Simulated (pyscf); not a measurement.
# Routes from `[CH3][CH2][ZnH]` + `[FH]`

Candidate steps break at most two bonds and form at most two. Each was searched with GFN2-xTB (tblite) first. PySCF, gas phase, ωB97X-D3(BJ)/def2-SVP geometries. Energies: ωB97M-D3(BJ)/def2-TZVP, kJ/mol, from the separated reactants, singlet surface; ΔG‡ with ideal gas, 1 atm, RRHO with modes under 100 cm⁻¹ raised to 100, one conformer, R ln 2 for chiral ones without a mode under 150 cm⁻¹.

| products | type | ΔE‡ | ΔE | ΔG‡ 298 K | ΔG‡ 900 K | ν‡ (cm⁻¹) |
|---|---|---|---|---|---|---|
| H₃C–CH₂–Zn–F + H₂ | four-centre exchange | 30.4 | -71.9 | 64.5 | 145.5 | 927i |
| H₃C–CH₃ + F–ZnH | four-centre exchange | 30.6 | -124.3 | 64.3 | 146.8 | 1013i |

Row 1: On the reactant side the descent ends in a complex, 21.2 kJ/mol under the separated species and 47.0 kJ/mol under the saddle at ωB97X-D3(BJ)/def2-TZVP. 

Plain bond fissions and candidates not yet searched are not listed, and one of them may be faster. Each barrier is that of the saddle found; lower ones may exist. Elements up to Kr have no core potential and no relativistic terms here.
